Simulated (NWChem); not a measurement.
Molecule: water (H2O); SMILES O

Computed with NWChem. Pople sets run with spherical d functions. Each level has its own optimisation. Entropies are gas-phase, rigid-rotor, harmonic values for NWChem's default masses at 298.15 K and 1 bar, so the errors hold that model's part too (torsions, anharmonicity).

Measured entropy at 1 bar: 45.1 cal/(mol K) (CRC Handbook, as tabulated in the package chemicals).

```
level                entropy at 1 bar (cal/(mol K))  computed − measured
-------------------  ------------------------------  -------------------
CAM-B3LYP/def2-SVP                             45.1                  0.0
B3LYP/6-31G*                                   45.1                  0.0
B3LYP/3-21G                                    45.3                 +0.2
PBE0/def2-TZVP                                 45.1                  0.0
PBE-D3(BJ)/def2-SVP                            45.2                 +0.1
```
